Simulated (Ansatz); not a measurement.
Reaction: C4H2 (SMILES C#CC#C) → 2 C2H (SMILES [C]#C, doublet) (the C-C bond breaks)
Each species at its own B3LYP-D3(BJ)/def2-TZVP minimum (Ansatz, an electronic-structure program).

Wanted: bond dissociation energy (electronic), in kcal/mol. Open shells are spin-unrestricted; no spin-orbit coupling. CBS(X,Y): correlation extrapolated as X^-3, Hartree-Fock from the larger set (Q,5: extrapolated as (X+1)exp(-9√X)). A bracket is a step between two methods taken in the basis named. Functionals run without relativity, which enters their misses. 'core' is core correlation in cc-pwCVTZ, 'X2C' scalar relativity in cc-pVTZ-DK, both at CCSD(T). The restricted determinant of C4H2 (C#CC#C, singlet) is unstable towards broken spin symmetry in at least one set run. The UHF reference of C2H ([C]#C, doublet) is spin-contaminated (<S^2> up to 0.36 over the pure value in the sets run).

CCSD(T)/CBS(cc-pVQZ,cc-pV5Z) + [CCSDT(Q) - CCSD(T)]/cc-pVDZ + core + X2C (Ansatz) gives 165.3 kcal/mol.

**Question.** What does PBE/def2-TZVPD (Ansatz) give here, and how do the other levels compare?

**Answer.** PBE gives 173.6 kcal/mol, 8.3 kcal/mol above it. Differences of the others: r2SCAN/def2-TZVPD (Ansatz) 1.0; CCSD(T)/CBS(cc-pVQZ,cc-pV5Z) + core + X2C (Ansatz) 1.4 kcal/mol.
